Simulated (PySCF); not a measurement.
## BO⁻: one state, many levels of theory

State: ¹Σ⁺ (singlet), closed shell. Set-up: B def2-TZVPPD, O def2-TZVPPD; no relativity (PySCF 2.14). De refers to B + O⁻ in their high-spin ground configurations, without counterpoise correction. A positive dipole points towards O; it is taken about the centre of mass and depends on that origin.

```
      Level  Re (Å)  ωe (cm⁻¹)  De (eV)  μ (D)
    RHF-MP2   1.249       1678     9.82    n/a
RHF-SCS-MP2   1.247       1691     9.57    n/a
   RHF-CCSD   1.239       1735      n/a    n/a
RHF-CCSD(T)   1.246       1693      n/a    n/a
        PBE   1.245       1680     9.61   2.37
     PBEsol   1.243       1694    10.00   2.43
       BP86   1.246       1673     9.52   2.40
       TPSS   1.245       1681     9.26   2.36
     r²SCAN   1.237       1725     9.48   2.42
    r²SCANh   1.234       1747     9.41   2.37
      B3LYP   1.234       1738     9.31   2.25
       PBE0   1.233       1752     9.45   2.32
      ωB97X   1.234       1752     9.40   2.27
```

Question: What does the step from GGA to meta-GGA do here, going from PBE to r²SCAN?

Answer: r²SCAN less PBE: -0.8 pm in Re, +2.7 % in ωe, -0.13 eV in De. 

Correlated steps freeze 2 core orbitals. For an ion De counts to the pair picked by the measured ionisation energies or electron affinities, which need not be the lowest pair at this level. Where the molecule has an RHF reference, its open-shell atoms are computed with UHF. The highest Kohn–Sham level is positive in this anion. Much of that is self-interaction error, but it also means that the finite basis helps to hold the extra electron.

The whole job (state search and all levels along the bond) took about 3.5 min on 1 thread of Arm Neoverse V2 (shared host), peak memory 1.3 GiB.
